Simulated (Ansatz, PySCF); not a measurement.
Gas-phase enthalpy of formation at 298 K, by the atomisation route, of [F][Al]([F])[F] (SMILES; AlF3). Structures are relaxed separately at B3LYP-D3(BJ)/def2-TZVP in Ansatz (a program for electronic structure). Cores are frozen in the correlated levels unless marked. Open shells are spin-unrestricted. Spin-orbit coupling is left out. No relativistic terms. CBS(X,Y): correlation extrapolated as X^-3; Hartree-Fock from the larger set. Thermal terms are rigid-rotor harmonic-oscillator values from B3LYP-D3(BJ) frequencies (PySCF) at 298.15 K and 1 atm. 1 Eh = 627.5095 kcal/mol.

| species | count | E, CCSD(T)/CBS(cc-pV(T+d)Z,cc-pV(Q+d)Z) (Ansatz) (Eh) | E, PBE/def2-TZVPD (Ansatz) (Eh) | measured ΔHf at 0 K (kcal/mol) | H(298) - H(0) of the element (kcal/mol) |
|---|---|---|---|---|---|
| [F][Al]([F])[F] | 1 | -541.61942 | -541.91562 | - | - |
| Al atom | 1 | -241.93453 | -242.22767 | 78.23 | 1.08 |
| F atom | 3 | -99.66606 | -99.67049 | 18.47 | 1.05 |

Molecule: zero-point energy 4.83, H(298) - H(0) 3.38 kcal/mol. The route leaves out scalar relativity and anharmonic zero-point terms, the atoms' spin-orbit terms, and in the frozen-core level the core correlation. Atomic data: G2/97 table in ASE.

Question: Work out De, D0 and ΔHf at 0 and 298 K at both levels, and their errors against the measured value.

Answer: 
The atoms' values sum to 133.64 (0 K) and 4.23 (thermal), in kcal/mol.
- CCSD(T)/CBS(cc-pV(T+d)Z,cc-pV(Q+d)Z): De = 430.92; D0 = 430.92 - 4.83 = 426.09; ΔHf(0 K) = 133.64 - 426.09 = -292.45; ΔHf(298 K) = -292.45 + 3.38 - 4.23 = -293.30; error -4.3.
- PBE/def2-TZVPD: De = 424.50; D0 = 424.50 - 4.83 = 419.67; ΔHf(0 K) = 133.64 - 419.67 = -286.03; ΔHf(298 K) = -286.03 + 3.38 - 4.23 = -286.88; error +2.1.
Measured: -289.0 kcal/mol (G2/97 table in ASE (Curtiss et al.)). This is an older compilation, not checked against later work.
